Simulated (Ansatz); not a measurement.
**H₂ClO (doublet): the correlation ladder at distance Cl1–H2 along a hydrogen transfer = 1.279 Å, cc-pVDZ**

Aim: climb from Hartree-Fock through coupled cluster and multireference methods for H₂ClO (doublet) at one geometry and basis, and see what each rung misses.

Method: cc-pVDZ, correlated electrons: outside noble gas; program: Ansatz 0.2.0, Gaussian basis.

Plan: UHF; CCSD(T) on ROHF; CCSD(T) on UHF; BCCD(T) on ROHF; CISD; CCSDT(Q) on ROHF; CCSDT(Q) on UHF; CASSCF and MRCISD+Q, 3 electrons in 3 orbitals; CASSCF and NEVPT2, 3 electrons in 3 orbitals.

## Step 1: What is computed

The geometry derives from fragments relaxed apart (PBE0/def2-TZVP) and kept rigid, so it is no stationary point. A hydrogen atom is moved between rigid fragments.

4 atoms, charge 0, spin multiplicity 2.

Atoms are counted from 1 here; the program's logs count them from 0.

Bond lengths: Cl1–H2 1.279 Å, O3–H4 0.973 Å.

In the tables R marks a restricted open-shell determinant and U an unrestricted one; 'pair' is the active space of 3 electrons in 3 orbitals; correlation energies count from the lowest restricted Hartree-Fock solution.

## Step 2: UHF

in.yaml

```yaml
crystal:
  periodic: [false, false, false]
  atoms:
    - {symbol: Cl, position_ang: [-1.819665, 0.234988, 0.000000]}
    - {symbol: H, position_ang: [-0.540865, 0.234988, 0.000000]}
    - {symbol: O, position_ang: [1.054335, 0.234988, 0.000000]}
    - {symbol: H, position_ang: [1.306194, -0.704963, 0.000000]}
basis:
  gaussian: {orbitals: cc-pVDZ}
magnetization: {spin_polarized: true, initial_magnetization: 1}
hamiltonian: {xc: hf}
output: {orbitals: {seedname: orbitals}}
```

On the command line:

```bash
> ansatz run in.yaml --threads 1 --pin off --events-out ev --progress --plain --max-ram 2393MiB
```

Further steps of the session: CCSD(T) on ROHF; CCSD(T) on UHF; BCCD(T) on ROHF; CISD; CCSDT(Q) on ROHF; CCSDT(Q) on UHF; CASSCF and MRCISD+Q, 3 electrons in 3 orbitals; CASSCF and NEVPT2, 3 electrons in 3 orbitals.

**Question.** What will the summary of the whole plan be? Wanted: correlation energy, UCCSDT(Q); RMP2 from UCCSDT(Q); UMP2 from UCCSDT(Q); RCCSD from UCCSDT(Q); RCCSD(T) from UCCSDT(Q); UCCSD(T) from UCCSDT(Q); RCCSDT(Q) from UCCSDT(Q); NEVPT2 pair from UCCSDT(Q); MRCISD+Q pair from UCCSDT(Q).

As calculated:

| quantity | value |
| --- | --- |
| correlation energy, UCCSDT(Q) | -9.2612 eV |
| RMP2 from UCCSDT(Q) | +22.03 kcal/mol |
| UMP2 from UCCSDT(Q) | +22.04 kcal/mol |
| RCCSD from UCCSDT(Q) | +3.68 kcal/mol |
| RCCSD(T) from UCCSDT(Q) | +0.64 kcal/mol |
| UCCSD(T) from UCCSDT(Q) | +0.63 kcal/mol |
| RCCSDT(Q) from UCCSDT(Q) | +0.02 kcal/mol |
| NEVPT2 pair from UCCSDT(Q) | +20.37 kcal/mol |
| MRCISD+Q pair from UCCSDT(Q) | +1.19 kcal/mol |
| levels of the table within 1 kcal/mol (43 meV) | RCCSD(T), UCCSD(T), BCCD(T), RCCSDT, UCCSDT, RCCSDT(Q) |
| T1 diagnostic | 0.010 |

What this shows: RCCSD(T) lands +0.64 kcal/mol from the yardstick (0.3 % of the correlation energy). Of the multireference levels listed MRCISD+Q pair comes nearest in total energy (+1.19 kcal/mol), which doesn't show that its space is the better one. These misses are within one basis, not against nature; the frozen cores of restricted and unrestricted runs differ, which can shift their rows.
